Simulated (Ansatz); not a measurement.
A made-up structure of SiH₂SO, singlet:

```
5
angstrom
O -1.0036 -0.8228 1.5084
Si -0.6071 -0.3383 -0.0688
S 1.2986 0.8630 -0.7101
H -1.4975 -0.6287 -1.4369
H 1.8095 0.9268 0.7074
```

It is relaxed with PBE-D4/def2-SVP and then PBE0-D4/def2-TZVP (Ansatz 0.2.0). Atoms count as bonded within 1.22 times the sum of their covalent radii (H–H: 0.88 Å). The end point is not checked to be a true minimum.

(1) Does its bonding change? (A judgement: the text doesn't fix the answer.)

Answers

(1) By the calculation: No: no bond forms or breaks.

Where it ends: The first stage lowers the energy by 1.07 eV in 6 steps. It ends as SiH₂SO ([O][SiH][SH]):
```tsv
atom	x (Å)	y (Å)	z (Å)
O1	-0.8971	-0.7353	1.3471
Si2	-0.5421	-0.3022	-0.0608
S3	1.1590	0.7703	-0.6342
H4	-1.3361	-0.5608	-1.2832
H5	1.6164	0.8280	0.6310
```

Labels in which every atom is bracketed show which atoms are joined, not bond orders.

For scale, one of the runs: PBE0-D4/def2-TZVP relaxation, 117 basis functions, launched by `ansatz run in.yaml --threads 2 --pin off --events-out ev --progress --plain --max-ram 4352MiB`. Hardware: 2 CPU threads of an Arm Neoverse V1, shared host. Wall time about 10 s.
